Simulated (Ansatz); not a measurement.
Consider the hydrogenolysis of a C–O bond: `C=NC(O)O` + H₂ → `C=NCO` + H₂O.

Calculated with Ansatz (gas phase, PBE0-D4/def2-TZVP geometries, no zero-point term in ΔE). CCSD(T)/CBS is the MP2 limit (def2-TZVPP, def2-QZVPP) plus CCSD(T) − MP2 in def2-TZVPP, frozen cores. This one scheme is used for every species. DFT in def2-TZVPP. One conformer a species, not always the lowest.

(1) Is it downhill or uphill in electronic energy at CCSD(T)/CBS, and by how much? (Estimate.)

(2) What do these levels give: r2SCAN-D4, r2SCANh-D4, B2PLYP, PBE-QIDH, revPBE, CCSD(T)/def2-SVP? (Estimate.)

Largest T1 diagnostic among the species: 0.013.

## Answers

(1) Ansatz gave: Downhill: ΔE = -52.5 kJ/mol.

(2) The calculation gave: r2SCAN-D4 -38.6, r2SCANh-D4 -41.3, B2PLYP -50.1, PBE-QIDH -49.6, revPBE -48.8, CCSD(T)/def2-SVP -32.0 kJ/mol.

From BLYP to BHLYP (50 % exact exchange), in def2-TZVPP and without D4, ΔE moves by −6.2 kJ/mol. Leaving LDA and LC-ωPBE aside and taking each functional with its dispersion term where it has one, the values, not all of them listed here, spread over 12.9 kJ/mol, from BHLYP-D4 to revPBE-D4. LDA lies +14.2 kJ/mol from PBE without D4. At CCSD(T), def2-SVP lies +20.6 kJ/mol from the extrapolated value and def2-TZVPP +4.4 kJ/mol.
